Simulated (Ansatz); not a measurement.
# Cubic Cu3N: smallest direct gap on the k points sampled by level of theory

No measured value is used here.

```csv
level (code),value (eV)
LDA (Ansatz),0.71
PBE (Ansatz),0.70
PBEsol (Ansatz),0.65
B3LYP (VWN-RPA form) (Ansatz),…
HSE06 (Ansatz),…
PBE0 (Ansatz),2.34
```

Task: What belongs in the gaps?

Result: 
- B3LYP (VWN-RPA form) (Ansatz, a program for electronic structure), value (eV): 2.23
- HSE06 (Ansatz), value (eV): 1.70

Computed values are for a static lattice.  Values are at the measured cell. Cutoffs and k meshes differ between the levels. Ansatz's density-functional and Hartree–Fock values are scalar-relativistic unless marked +SOC, with PAW data made under PBE.
